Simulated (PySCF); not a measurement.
Compound: 2,3-dimethyl-2-butene, C6H12.
Structure used (PBE0-D3(BJ)/def2-SVP), in Å, numbered top down from 1:
```xyz
18
C6H12 angstrom
C      1.3312   -0.6912   -1.2682
C      0.6516   -0.1767   -0.0302
C      1.5953   -0.1064    1.1384
C     -0.6515    0.1762    0.0281
C     -1.5944    0.1168   -1.1411
C     -1.3320    0.6808    1.2702
H      2.1723   -0.0335   -1.5483
H      1.7708   -1.6859   -1.0783
H      0.6733   -0.7815   -2.1398
H      1.1583    0.3280    2.0445
H      2.4839    0.4935    0.8773
H      1.9700   -1.1128    1.3948
H     -2.0363    1.1111   -1.3272
H     -1.1331   -0.2205   -2.0760
H     -2.4403   -0.5574   -0.9212
H     -0.6994    0.6748    2.1650
H     -1.6943    1.7130    1.1211
H     -2.2254    0.0717    1.4907
```

The closed-shell ground state was solved at several levels (PySCF, density fitting, gas phase, non-relativistic). The dipole stays under 0.02 D at every level.

```csv
level,basis functions,HOMO (eV),LUMO (eV),gap (eV)
CAM-B3LYP/def2-SVPD,216,-7.63,1.31,8.94
B3LYP/pcJ-1,282,-6.15,0.56,6.71
PBE0/pcSseg-1,162,-6.35,0.80,7.15
```

Q: Estimate the row for KT3/pcSseg-1, a basis of 162 functions; the other rows only guide the guess.

A: HOMO -5.33 eV, LUMO -0.20 eV, gap 5.13 eV.

Q: Over all these levels, which gives the widest orbital gap and which the narrowest?

A: CAM-B3LYP/def2-SVPD (range-separated hybrid) has the widest, 8.94 eV, and KT3/pcSseg-1 (GGA) the narrowest, 5.13 eV. Functional and basis both differ between the two, so the spread mixes both effects.
